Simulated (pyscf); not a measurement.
Structures and frequencies: ωB97X-D3(BJ)/def2-SVP in PySCF.

Question: For `[CH2]=[CH][CH3]` + `[F][F]` → `[CH3][CH]([F])[CH2][F]`, an addition across a multiple bond or ene-type step (singlet surface; F–F broken, C–F, C–F formed), PBE/def2-TZVP gives ΔE‡ = -0.48 eV and ΔE = -5.19 eV (zero: the separated reactants). In which direction and how far do PBE0-D3(BJ)/def2-TZVP, M06-2X/def2-TZVP, ωB97M-D3(BJ)/def2-TZVP move these?

Answer: PBE0-D3(BJ): ΔE‡ = 0.20 eV, ΔE = -5.59 eV; M06-2X: ΔE‡ = 0.83 eV, ΔE = -5.73 eV; ωB97M-D3(BJ): ΔE‡ = 0.69 eV, ΔE = -5.47 eV. PBE's barrier lies under all of them, by 0.68 to 1.31 eV. Its reaction energy lies over all of them, by 0.27 to 0.54 eV. Low barriers are usual for a GGA, whose delocalisation error favours stretched bonds. At PBE this geometry lies under the reactants; that is no barrier but a single point on another level's saddle; such a level's own saddle, if it has one, lies nearer that side and is low. At the saddle there is also a short C–F contact that neither side keeps. From the product side, H₃C–CH•–F + •H₂C–F lies, by one bond made or cut, 2.00 eV under this saddle at ωB97M-D3(BJ). This is the saddle that the search found; another between the same sides may lie lower. A restricted solution here is unstable towards spin polarisation, so biradical character is likely and single-reference numbers are less safe.
